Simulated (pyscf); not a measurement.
F–Ge:–F (SMILES [F][Ge][F]) [singlet] + H₂ (SMILES [H][H]) + H₂ (SMILES [H][H]) -> F–GeH₂–F (SMILES [F][GeH2][F]) + H₂ (SMILES [H][H]), a multi-bond step (singlet surface; H–H, H–H broken, Ge–H, Ge–H, H–H formed). Single points on ωB97X-D3(BJ)/def2-SVP structures (PySCF, gas phase). Energies in kcal/mol from the separated reactants.

Small-basis levels: PySCF, no dispersion term, spherical d functions. AM1 to PM7: differences of heats of formation from MOPAC, which are fitted to 298 K values and so differ in kind from electronic energies by zero-point and thermal terms. GFN2-xTB: tblite. Cost: rough CPU time at the saddle relative to B3LYP/6-31G*+LANL2DZ, from one job on a shared machine.

| level | barrier | reaction energy | cost |
|---|---|---|---|
| HF/3-21G | 63.5 | -20.0 | 0.1 |
| MP2/6-31G*+LANL2DZ | 63.0 | -8.2 | 0.1 |
| BP86/6-31G*+LANL2DZ | 37.9 | -8.6 | 1 |
| PBE/6-31G*+LANL2DZ | 35.3 | -9.7 | 2 |
| B3LYP/STO-3G | 57.2 | -31.7 | 1 |
| B3LYP/6-311+G**+LANL2DZ | 47.8 | -10.9 | 1 |
| B3LYP/def2-SVP | 42.2 | -9.8 | 2 |
| GFN2-xTB | 32.8 | +16.8 | under 0.02 |
| PM7 | ? | +45.2 | under 0.02 |
| ωB97M-D3(BJ)/def2-TZVP | ? | -9.2 | – |

**Question.** Fill in the missing entries.

**Answer.** 
- PM7, barrier: 65.6
- ωB97M-D3(BJ)/def2-TZVP, barrier: 48.0

Against the last row the barrier runs from -15.2 (GFN2-xTB) to +17.6 kcal/mol (PM7). ωB97M-D3(BJ)/def2-TZVP has limits of its own. This is the saddle that the search found; another between the same sides may lie lower. In the def2 sets elements up to Kr have no core potential.
